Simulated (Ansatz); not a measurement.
# AlPH (quartet): the correlation ladder at distance Al1–P2 = 2.119 Å, 6-31G

How much of the correlation energy of AlPH (quartet) does each wave-function method recover here?

Program: Ansatz 0.2.0, Gaussian basis. Level of theory: 6-31G, core rule «outside noble gas», up to 10 orbitals frozen. These are calculated values, not measurements.

To be run: UHF; CCSD(T) on ROHF; CCSD(T) on UHF; BCCD(T) on ROHF; CISD; CCSDT(Q) on ROHF; CCSDT(Q) on UHF; CCSDTQ on ROHF; CCSDTQ on UHF; CASSCF and MRCISD+Q, 5 electrons in 5 orbitals; CASSCF and NEVPT2, 5 electrons in 5 orbitals; CASSCF and MRCISD+Q, 9 electrons in 9 orbitals; CASSCF and NEVPT2, 9 electrons in 9 orbitals; Full CI.

## (1) The geometry

The geometry derives from a PBE0/def2-TZVP stationary point (not a proven minimum). One bond is set to the value named and the two fragments are kept rigid.

3 atoms, charge 0, spin multiplicity 4.

Atoms are counted from 1 here; the program's logs count them from 0.

Bond lengths: Al1–P2 2.119 Å, P2–H3 1.430 Å. Angles: Al1–P2–H3 98.4°.

## (2) UHF

in.yaml reads:

```yaml
crystal:
  periodic: [false, false, false]
  atoms:
    - {symbol: Al, position_ang: [0.000000, 0.028134, 1.152812]}
    - {symbol: P, position_ang: [0.000000, -0.067984, -0.964007]}
    - {symbol: H, position_ang: [0.000000, 1.336028, -1.235898]}
basis:
  gaussian: {orbitals: 6-31G}
magnetization: {spin_polarized: true, initial_magnetization: 3}
hamiltonian: {xc: hf}
output: {orbitals: {seedname: orbitals}}
```

Run with:

```sh
$ ansatz run in.yaml --threads 1 --pin off --events-out ev --progress --plain --max-ram 4096MiB --backend cpu
```

Further steps of the session: CCSD(T) on ROHF; CCSD(T) on UHF; BCCD(T) on ROHF; CISD; CCSDT(Q) on ROHF; CCSDT(Q) on UHF; CCSDTQ on ROHF; CCSDTQ on UHF; CASSCF and MRCISD+Q, 5 electrons in 5 orbitals; CASSCF and NEVPT2, 5 electrons in 5 orbitals; CASSCF and MRCISD+Q, 9 electrons in 9 orbitals; CASSCF and NEVPT2, 9 electrons in 9 orbitals; Full CI.

**Question.** What will the summary of the whole plan be? Wanted: FCI from the RHF energy; RMP2 from FCI; UMP2 from FCI; RCCSD from FCI; RCCSD(T) from FCI; UCCSD(T) from FCI; RCCSDT(Q) from FCI; UCCSDT(Q) from FCI; NEVPT2 pair from FCI.

As calculated:

| quantity | value |
| --- | --- |
| FCI from the ROHF energy | -2.1016 eV |
| RMP2 from FCI | +13.76 kcal/mol |
| UMP2 from FCI | +13.61 kcal/mol |
| RCCSD from FCI | +1.39 kcal/mol |
| RCCSD(T) from FCI | +0.39 kcal/mol |
| UCCSD(T) from FCI | +0.38 kcal/mol |
| RCCSDT(Q) from FCI | +0.01 kcal/mol |
| UCCSDT(Q) from FCI | 0.00 kcal/mol |
| NEVPT2 pair from FCI | +11.18 kcal/mol |
| MRCISD+Q pair from FCI | +0.26 kcal/mol |
| NEVPT2 valence from FCI | +5.63 kcal/mol |
| levels within 1 kcal/mol (43 meV) | RCCSD(T), UCCSD(T), BCCD(T), RCCSDT, UCCSDT, RCCSDT(Q), UCCSDT(Q), RCCSDTQ, UCCSDTQ, MRCISD+Q pair, MRCISD valence, MRCISD+Q valence |
| T1 diagnostic | 0.031 |
| effectively unpaired electrons | 3.03 |

In words: RCCSD(T) misses by +0.39 kcal/mol, 0.8 % of the correlation energy. One determinant dominates. Of the multireference levels listed MRCISD+Q valence comes nearest in total energy (+0.23 kcal/mol), which doesn't show that its space is the better one. These misses are within one basis, not against nature; the frozen cores of restricted and unrestricted runs differ, which can shift their rows.

Levels on UHF freeze UHF's core orbitals, full CI those of ROHF, so the U rows can settle a little off it for that reason alone.

With open shells the CI space here admits some triples and quadruples, so it is larger than plain CISD.
